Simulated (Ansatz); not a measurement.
**AlH (triplet): from Hartree-Fock to the top rungs at distance Al1–H2 = 3.574 Å, cc-pVQZ**

Aim: climb from Hartree-Fock through coupled cluster and multireference methods for AlH (triplet) at one geometry and basis, and see what each rung misses.

Computed with Ansatz 0.2.0, Gaussian basis. Level: cc-pVQZ, core rule «outside noble gas», up to 5 orbitals frozen.

To be run: UHF; CCSD(T) on ROHF; CCSD(T) on UHF; BCCD(T) on ROHF; CCSDT(Q) on ROHF; CCSDT(Q) on UHF; CASSCF and NEVPT2, 4 electrons in 5 orbitals; Full CI.

17 further runs of the same task are left out: 4 for a known fault of the program, 10 that didn't finish, 3 set aside as unsound or not needed.

### Step 1. What is computed

The geometry derives from a PBE0/def2-TZVP stationary point (not a proven minimum). One bond is set to the value named and the two fragments are kept rigid.

2 atoms, charge 0, spin multiplicity 3.

Atoms are counted from 1 here; the program's logs count them from 0.

No contacts short enough for the rule that draws bonds.

Coordinates:

```csv
atom,x (Å),y (Å),z (Å)
Al1,0.00000,0.00000,0.00000
H2,0.00000,0.00000,3.57400
```

### Step 2. UHF

in.yaml

```yaml
crystal:
  periodic: [false, false, false]
  atoms:
    - {symbol: Al, position_ang: [0.000000, 0.000000, 0.000000]}
    - {symbol: H, position_ang: [0.000000, 0.000000, 3.574000]}
basis:
  gaussian: {orbitals: cc-pVQZ}
magnetization: {spin_polarized: true, initial_magnetization: 2}
hamiltonian: {xc: hf}
output: {orbitals: {seedname: orbitals}}
```

Run with:

```sh
$ ansatz run in.yaml --threads 1 --pin off --events-out ev --progress --plain --max-ram 2393MiB
```

The runs that follow: CCSD(T) on ROHF; CCSD(T) on UHF; BCCD(T) on ROHF; CCSDT(Q) on ROHF; CCSDT(Q) on UHF; CASSCF and NEVPT2, 4 electrons in 5 orbitals; Full CI.

Q: Predict the results of all the runs planned. Wanted: FCI below the RHF energy; RMP2 from FCI; UMP2 from FCI; RCCSD from FCI; RCCSD(T) from FCI; UCCSD(T) from FCI; RCCSDT(Q) from FCI; UCCSDT(Q) from FCI; NEVPT2 valence from FCI.

The runs gave:

| quantity | value |
| --- | --- |
| FCI below the RHF energy | -1.5870 eV |
| RMP2 from FCI | +423.7 meV |
| UMP2 from FCI | +434.0 meV |
| RCCSD from FCI | +54.4 meV |
| RCCSD(T) from FCI | +13.0 meV |
| UCCSD(T) from FCI | +12.8 meV |
| RCCSDT(Q) from FCI | -0.1 meV |
| UCCSDT(Q) from FCI | -0.2 meV |
| NEVPT2 valence from FCI | +281.3 meV |
| levels within 1 kcal/mol (43 meV) | RCCSD(T), UCCSD(T), BCCD(T), RCCSDT, UCCSDT, RCCSDT(Q), UCCSDT(Q) |
| T1 diagnostic | 0.026 |
| effectively unpaired electrons | 2.07 |

What this shows: RCCSD(T) lands +13.0 meV from the yardstick (0.8 % of the correlation energy). One determinant dominates. These misses are within one basis, not against nature; the frozen cores of restricted and unrestricted runs differ, which can shift their rows.
